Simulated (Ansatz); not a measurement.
Total energies of C4H9 (`C[C](C)C`) radical.

Z-matrix (Å, degrees):
```
C
C 1 1.485
H 1 1.094 2 111.8
H 1 1.094 2 111.8 3 121.6
H 1 1.104 2 111.7 3 -119.2
C 2 1.485 1 118.7 3 -162.1
C 2 1.485 1 118.7 3 40.5
H 6 1.094 2 111.8 1 40.5
H 6 1.094 2 111.8 1 162.0
H 6 1.104 2 111.7 1 -78.8
H 7 1.094 2 111.8 1 -40.5
H 7 1.094 2 111.8 1 -162.1
H 7 1.104 2 111.7 1 78.7
```

Charge 0, multiplicity 2. The geometry is a stationary point of PBE0-D4/def2-TZVP. Basis def2-TZVPP, Ansatz 0.2.0.

RPA on PBE orbitals: Hartree–Fock energy of these orbitals -156.69504 Eh, correlation -1.17698 Eh (frozen core).

| functional | energy without D4 (Eh) | D4 term (kJ/mol) |
| --- | --- | --- |
| LDA (SPW92) | -156.32760 | – |
| PBE | -157.62060 | -20.1 |
| revPBE | -157.80249 | -71.4 |
| BLYP | -157.75326 | -45.2 |
| r2SCAN | -157.75296 | -5.2 |
| B97M-V | -157.85701 | – |
| PBE0 | -157.65373 | -16.8 |
| B3LYP | -157.86407 | -31.9 |
| r2SCANh | -157.74857 | -5.4 |
| r2SCAN0 | -157.74276 | -5.9 |
| HSE06 (plane-wave form) | -157.64325 | -15.4 |
| BHLYP | -157.75036 | -21.5 |
| CAM-B3LYP | -157.75634 | -16.6 |
| LC-ωPBE | -157.75766 | – |
| ωB97X-V | -157.80442 | – |
| ωB97M-V | -157.74817 | – |
| B2PLYP | -157.69267 | – |
| PBE-QIDH | -157.63034 | – |

B3LYP takes the VWN-RPA correlation (the form of Gaussian; ORCA's B3LYP/G). HSE06 is the plane-wave form, built on full-range PBE exchange. The double hybrids freeze the cores in their second-order part.

LC-ωPBE has ω = 0.4 bohr⁻¹.
